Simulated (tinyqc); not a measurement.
Worked calculation: extended Hueckel theory, for N2. One step of it, computed by the program tinyqc.

Task: Mulliken analysis. P = C n C^T; charge = valence electrons (N 5) minus the sum of (P S)_ii on the atom; overlap population = 2 sum P_ij S_ij between two atoms.

coefficients:
```
              MO1        MO2       MO3        MO4        MO5        MO6        MO7        MO8
1N 2s    0.563882  -0.477815  0.000000   0.000000  -0.248118   0.000000   0.000000   1.411031
1N 2px   0.000000   0.000000  0.481879  -0.388974   0.000000   0.837349   0.130317   0.000000
1N 2py   0.000000   0.000000  0.388974   0.481879   0.000000  -0.130317   0.837349   0.000000
1N 2pz   0.053241   0.491674  0.000000   0.000000   0.651325   0.000000   0.000000   1.203697
2N 2s    0.563882   0.477815  0.000000   0.000000  -0.248118   0.000000   0.000000  -1.411031
2N 2px   0.000000   0.000000  0.481879  -0.388974   0.000000  -0.837349  -0.130317   0.000000
2N 2py   0.000000   0.000000  0.388974   0.481879   0.000000   0.130317  -0.837349   0.000000
2N 2pz  -0.053241   0.491674  0.000000   0.000000  -0.651325   0.000000   0.000000   1.203697
```

occupations: 2.000000  2.000000  2.000000  2.000000  2.000000  0.000000  0.000000  0.000000

overlap S:
```
            1N 2s    1N 2px    1N 2py     1N 2pz     2N 2s    2N 2px    2N 2py     2N 2pz
1N 2s    1.000000  0.000000  0.000000   0.000000  0.475004  0.000000  0.000000  -0.454473
1N 2px   0.000000  1.000000  0.000000   0.000000  0.000000  0.303752  0.000000   0.000000
1N 2py   0.000000  0.000000  1.000000   0.000000  0.000000  0.000000  0.303752   0.000000
1N 2pz   0.000000  0.000000  0.000000   1.000000  0.454473  0.000000  0.000000  -0.310829
2N 2s    0.475004  0.000000  0.000000   0.454473  1.000000  0.000000  0.000000   0.000000
2N 2px   0.000000  0.303752  0.000000   0.000000  0.000000  1.000000  0.000000   0.000000
2N 2py   0.000000  0.000000  0.303752   0.000000  0.000000  0.000000  1.000000   0.000000
2N 2pz  -0.454473  0.000000  0.000000  -0.310829  0.000000  0.000000  0.000000   1.000000
```

Give: charges; Overlap populations.

Result:

charges: 1N 0.0000, 2N 0.0000

Overlap populations:

| pair | value |
|---|---|
| 2-1 | 1.825397 |
